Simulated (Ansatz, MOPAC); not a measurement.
## Isomers of C2H8Si

2 of its isomers, all singlets with charge 0: A = dimethylsilane `C[SiH2]C`; B = `CC[SiH3]`.

Shapes, held fixed at every level: PBE0-D4/def2-TZVP. Programs: Ansatz 0.2.0, MOPAC 23.2.5.

Electronic energies in kJ/mol, without zero-point or thermal terms.

```csv
level,kind,B − A
PM6,semi-empirical,+55.9
HF/def2-SVP,Hartree–Fock,+42.8
HF/def2-TZVPP,Hartree–Fock,+49.4
PBE0-D4/def2-TZVPP,global hybrid,+53.3
r2SCAN0-D4/def2-TZVPP,global hybrid,+56.2
wB97X-V/def2-TZVPP,range-separated hybrid,+51.7
CCSD(T)/def2-TZVPP,coupled cluster or CI,+51.5
CCSD/def2-TZVPP,coupled cluster or CI,+51.3
CCSD(T)/CBS estimate,coupled cluster or CI,+53.2
```

The highest level, CCSD(T)/CBS estimate, puts A lowest of these. All levels agree on that. The B − A difference spans +42.8 to +56.2 kJ/mol over the levels. The CBS estimate extrapolates MP2 from def2-TZVPP and def2-QZVPP and adds CCSD(T) − MP2 in the triple-zeta set, cores frozen. NDDO rows are differences of heats of formation.
